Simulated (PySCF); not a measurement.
# C4H10O2 (1,2-dimethoxyethane): the cost of one run

Computed with PySCF 2.14.0, with density-fitted response routines of our own, on a single molecule, in the gas phase or a continuum. Atoms are numbered from 0 throughout.

### Step 1. Starting geometry

16 atoms, charge 0, multiplicity 1; geometry from: GFN2-xTB. The atoms were then displaced at random by about 0.01 Å, so the start is not that level's minimum.

Bonds of the start (Å): C0–O1 1.41, O1–C2 1.42, C2–C3 1.49, C3–O4 1.43, O4–C5 1.40, C0–H6 1.06, C0–H7 1.12, C0–H8 1.09, C2–H9 1.11, C2–H10 1.08, C3–H11 1.10, C3–H12 1.07, C5–H13 1.10, C5–H14 1.08, C5–H15 1.09.

### Step 2. Geometry optimisation at PBE0-D3(BJ)/def2-TZVP

The job: settings as JSON, then the geometry in Å.

```
{"job": {"xc": "PBE0", "basis": "def2-TZVP", "d3": "d3bj", "grid": 2, "shake": 0.01, "kind": "geom"}, "charge": 0, "multiplicity": 1}
C      2.778310    -0.028230    -0.020510
O      1.596150    -0.671470     0.414520
C      0.429750     0.137730     0.352840
C     -0.693740    -0.684230     0.889940
O     -1.913220     0.045080     1.049340
C     -2.578100     0.384810    -0.138730
H      3.586240    -0.715910     0.061460
H      2.986190     0.884530     0.587750
H      2.658390     0.322810    -1.050730
H      0.571150     1.037530     0.994440
H      0.256670     0.459580    -0.667030
H     -0.884790    -1.546140     0.235970
H     -0.492980    -1.046660     1.877410
H     -2.756630    -0.508270    -0.746820
H     -2.027500     1.110840    -0.724320
H     -3.534950     0.815620     0.162690
```

On the command line:

```sh
> OMP_NUM_THREADS=1 python probes_run.py task.json out
```

This one command runs all jobs of the session in turn.

Q: Estimate the wall time and peak memory of this first job on 1 thread of Intel Xeon 6975P-C, shared host.

About 2.2 min, with a peak of 1.2 GiB.
